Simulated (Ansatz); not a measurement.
bcc W, treated with PBE in Ansatz (PAW).

Numerical settings: plane-wave cutoff 520 eV, 24×24×24 k mesh, Fermi–Dirac smearing 0.05 eV, no spin polarisation, scalar-relativistic PAW data made under PBE.

Cell (relaxed at this level):

```xyz
1
Lattice="-1.5918 1.5918 1.5918 1.5918 -1.5918 1.5918 1.5918 1.5918 -1.5918" Properties=species:S:1:pos:R:3 pbc="T T T"
W      0.0000     0.0000     0.0000
```

Problem. Estimate the bulk modulus and pressure derivative B′ of the bulk modulus that the calculation returns.

Solution. 
- bulk modulus = 303 GPa
- pressure derivative B′ of the bulk modulus = 4.1

The run finds no gap.

Measured, for comparison: bulk modulus 312 GPa (zero-point energy and finite temperature contributions removed, our sources range from 300 to 328; as tabulated in doi:10.1021/acs.jctc.3c00612). Computed (rounded) less measured: bulk modulus -3 % (inside the range of the sources held).

Spin–orbit coupling is not included.

Computed values are for the static lattice.

Computing time: around 50 core-seconds (rough).

Ansatz is a quantum-chemistry and plane-wave program.
